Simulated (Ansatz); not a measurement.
A run of Ansatz (development build ahead of 0.2.0) on singlet OH(-) at this shape:

```yaml
atoms:
  - { symbol: O, position_ang: [0.0000, 0.0000, -0.1002] }
  - { symbol: H, position_ang: [0.0000, 0.0000, 0.8019] }
```

Its results:

```json
{
  "Converged": "yes",
  "Total energy": "-75.38083 hartree",
  "Spin squared of the determinant": "0.000"
}
```

(1) Which input gives this output? Name the method, the orbitals and the basis set, and write the input.

Results:

(1) RHF in cc-pVTZ. An unrestricted run that stays on the closed shell gives the same numbers.

```yaml
crystal:
  periodic: [false, false, false]
  atoms:
    - { symbol: O, position_ang: [0.0, 0.0, -0.10024] }
    - { symbol: H, position_ang: [0.0, 0.0, 0.80194] }
basis:
  gaussian: { orbitals: cc-pVTZ }
total_charge: -1
hamiltonian:
  xc: hf
```

Caution: no diffuse functions for an anion.
